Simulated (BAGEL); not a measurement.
# B3LYP/aug-cc-pVTZ (density fitting with qzvpp-jkfit) run of H3O+ (oxonium)

What is the energy change on altering one bond length of H3O+ (oxonium) at B3LYP/aug-cc-pVTZ (density fitting with qzvpp-jkfit)? 

The results are computed with BAGEL 1.2.2.

### 1 The structure to begin with

H3O+: 4 atoms, total charge +1, spin state singlet. As SMILES, `[OH3+]`. Geometry: relaxed at GFN2-xTB.

Bond lengths: O1–H2 0.983 Å, O1–H3 0.983 Å, O1–H4 0.984 Å. Angles: H2–O1–H3 112.0°, H2–O1–H4 112.0°, H3–O1–H4 112.0°.

### 2 A single-point energy at B3LYP/aug-cc-pVTZ (density fitting with qzvpp-jkfit)

Contents of job.json:

```json
{ "bagel" : [

{
  "title" : "molecule",
  "basis" : "aug-cc-pvtz.json",
  "df_basis" : "qzvpp-jkfit",
  "angstrom" : true,
  "geometry" : [
    { "atom" : "O", "xyz" : [       0.196050,      -0.061020,      -0.056900 ] },
    { "atom" : "H", "xyz" : [       0.214230,       0.919440,       0.016470 ] },
    { "atom" : "H", "xyz" : [      -0.413410,      -0.366620,      -0.765680 ] },
    { "atom" : "H", "xyz" : [       0.003130,      -0.491800,       0.806120 ] }
  ]
},

{
  "title" : "ks",
  "xc_func" : "b3lyp",
  "charge" : 1
},

{
  "title" : "print",
  "file" : "orbitals.molden",
  "orbitals" : true
}

]}
```

The basis set aug-cc-pVTZ is read from a file made from the Basis Set Exchange's data (not shown).

The run is started by

```
$ BAGEL_NUM_THREADS=1 BAGEL job.json > job.out
```

What it wrote:

```text
* using 1 threads per process

  ===============================================================
  ===============================================================

  *** Geometry ***

  { "atom" : "O", "xyz" : [      0.370481,     -0.115311,     -0.107525 ] },
  { "atom" : "H", "xyz" : [      0.404836,      1.737490,      0.031124 ] },
  { "atom" : "H", "xyz" : [     -0.781232,     -0.692811,     -1.446925 ] },
  { "atom" : "H", "xyz" : [      0.005915,     -0.929367,      1.523346 ] },

  Number of auxiliary basis functions:      131

  Since a DF basis is specified, we compute 2- and 3-index integrals:
    o Being stored without compression. Storage requirement is 0.014 GB

  Number of basis functions:      115
  Number of electrons      :       11

    * METHOD: MOLECULE                             0.03

  *** Kohn-Sham DFT ***

    * Removing 4965 points whose weight is below 1.00e-10
    * Grid points: 54659

  === Nuclear Repulsion ===
    13.8867713276

       - DIIS with orbital gradients will be used.

  === KS iteration (b3lyp / aug-cc-pvtz.json) ===
      0        -61.98951431          0.12347848           0.16
      1        -66.69404623          0.19029115           0.16
      2        -70.65889555          0.11146509           0.14
      3        -76.27677180          0.04676106           0.17
      4        -76.63010081          0.02488563           0.14
      5        -76.72509532          0.00867051           0.14
      6        -76.73849103          0.00050462           0.14
      7        -76.73851960          0.00020077           0.14
      8        -76.73852707          0.00000862           0.14
      9        -76.73852708          0.00000111           0.14
     10        -76.73852708          0.00000005           0.14
     11        -76.73852708          0.00000001           0.14
    * SCF iteration converged.

    * Permanent dipole moment:
           (    0.531814,    -0.165507,    -0.154372) a.u.

    * METHOD: KS                                   2.01

    * METHOD: PRINT                                0.01

  ===============================================================
```

Wall time 2.4 s (1 thread of Intel Xeon 6975P-C (Granite Rapids), shared host); peak memory 0.29 GiB.

### 3 The distorted shape

Contents of calc.json:

```json
{ "bagel": [

{
  "title": "molecule",
  "basis": "aug-cc-pvtz.json",
  "df_basis": "qzvpp-jkfit",
  "angstrom": "true",
  "geometry": [
    { "atom": "O", "xyz": [       0.287479,      -0.015175,       0.049429 ] },
    { "atom": "H", "xyz": [       0.305659,       0.965285,       0.122799 ] },
    { "atom": "H", "xyz": [      -0.413410,      -0.366620,      -0.765680 ] },
    { "atom": "H", "xyz": [       0.094559,      -0.445955,       0.912449 ] }
  ]
},

{
  "title": "ks",
  "xc_func": "b3lyp",
  "charge": 1
},

{
  "title": "print",
  "file": "orbitals.molden",
  "orbitals": "true"
}

]}
```

The basis set aug-cc-pVTZ is read from a file made from the Basis Set Exchange's data (not shown).

The run is started by

```
$ BAGEL_NUM_THREADS=1 BAGEL calc.json > calc.out
```

What it wrote:

```text
* using 1 threads per process

  ===============================================================
  ===============================================================

  *** Geometry ***

  { "atom" : "O", "xyz" : [      0.543257,     -0.028677,      0.093407 ] },
  { "atom" : "H", "xyz" : [      0.577612,      1.824124,      0.232056 ] },
  { "atom" : "H", "xyz" : [     -0.781232,     -0.692811,     -1.446925 ] },
  { "atom" : "H", "xyz" : [      0.178691,     -0.842733,      1.724279 ] },

  Number of auxiliary basis functions:      131

  Since a DF basis is specified, we compute 2- and 3-index integrals:
    o Being stored without compression. Storage requirement is 0.014 GB

  Number of basis functions:      115
  Number of electrons      :       11

    * METHOD: MOLECULE                             0.03

  *** Kohn-Sham DFT ***

    * Removing 4730 points whose weight is below 1.00e-10
    * Grid points: 54894

  === Nuclear Repulsion ===
    13.2793016152

       - DIIS with orbital gradients will be used.

  === KS iteration (b3lyp / aug-cc-pvtz.json) ===
      0        -61.89998306          0.11960180           0.13
      1        -66.54164558          0.18160053           0.14
      2        -70.41041289          0.10823894           0.14
      3        -76.19975090          0.04900643           0.14
      4        -76.55983085          0.03023977           0.13
      5        -76.66519158          0.01798567           0.13
      6        -76.72468074          0.00133694           0.14
      7        -76.72491434          0.00030458           0.14
      8        -76.72493084          0.00004157           0.14
      9        -76.72493116          0.00000402           0.14
     10        -76.72493116          0.00000066           0.14
     11        -76.72493116          0.00000007           0.14
     12        -76.72493116          0.00000001           0.14
    * SCF iteration converged.

    * Permanent dipole moment:
           (    0.611217,    -0.115529,    -0.043864) a.u.

    * METHOD: KS                                   2.01

    * METHOD: PRINT                                0.01

  ===============================================================
```

It took 2.4 s on 1 thread of Intel Xeon 6975P-C (Granite Rapids), shared host; peak memory 0.29 GiB.

### 4 Outcome

At B3LYP/aug-cc-pVTZ (density fitting with qzvpp-jkfit):

| quantity | value |
| --- | --- |
| first shape: total energy | -76.73853 Eh |
| first shape: HOMO energy | -20.41 eV |
| first shape: LUMO energy | -7.74 eV |
| first shape: HOMO–LUMO gap | 12.67 eV |
| distorted shape: total energy | -76.72493 Eh |
| distorted shape: HOMO energy | -20.00 eV |
| distorted shape: LUMO energy | -8.36 eV |
| distorted shape: HOMO–LUMO gap | 11.64 eV |
| energy change with the O1–H3 bond stretched from 0.983 to 1.131 Å | 0.370 eV |

In words: With the O1–H3 bond stretched from 0.983 to 1.131 Å the energy rises by 0.37 eV (8.5 kcal/mol). The first shape isn't relaxed at this level, so the change isn't measured from a minimum.
